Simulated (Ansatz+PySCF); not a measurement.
A calculation with Ansatz (development build ahead of 0.2.0).

```yaml
crystal:
  periodic: [false, false, false]
  atoms:
    - { symbol: C, position_ang: [1.01071, -0.57058, 0.00769] }
    - { symbol: C, position_ang: [-0.00243, 0.58124, 0.00621] }
    - { symbol: O, position_ang: [-1.2606, -0.00842, -0.004] }
    - { symbol: H, position_ang: [0.15399, 1.19762, 0.89727] }
    - { symbol: H, position_ang: [0.13894, 1.20103, -0.90126] }
    - { symbol: H, position_ang: [2.02354, -0.15726, 0.00597] }
    - { symbol: H, position_ang: [0.87221, -1.17822, 0.89225] }
    - { symbol: H, position_ang: [0.87714, -1.1855, -0.88196] }
basis:
  gaussian: { orbitals: cc-pVTZ }
magnetization:
  spin_polarized: true
  initial_magnetization: 1
hamiltonian:
  xc: hf
correlation:
  method: mp2
  frozen_orbitals: { C: 1, H: 0, O: 1 }
output:
  forces: true
```

The input is written out in the form of the current development build from the run's settings.

Results

```json
{"Converged": "yes", "Reference energy": "-153.51804 hartree", "Correlation energy": "-0.54130 hartree", "Total energy": "-154.05934 hartree", "Spin squared of the determinant": "0.759", "Stability test": "minimum"}
```

Forces (eV/Å):
```json
{"atom": "C1", "Fx": "0.062", "Fy": "0.178", "Fz": "-0.265"}
{"atom": "C2", "Fx": "-0.157", "Fy": "0.192", "Fz": "-0.384"}
{"atom": "O3", "Fx": "0.357", "Fy": "0.145", "Fz": "0.065"}
{"atom": "H4", "Fx": "-0.084", "Fy": "-0.056", "Fz": "-0.037"}
{"atom": "H5", "Fx": "-0.017", "Fy": "-0.292", "Fz": "0.383"}
{"atom": "H6", "Fx": "-0.220", "Fy": "-0.078", "Fz": "0.021"}
{"atom": "H7", "Fx": "0.027", "Fy": "-0.118", "Fz": "0.097"}
{"atom": "H8", "Fx": "0.033", "Fy": "0.030", "Fz": "0.120"}
```

Caution: forces differ strongly between restricted and unrestricted references.
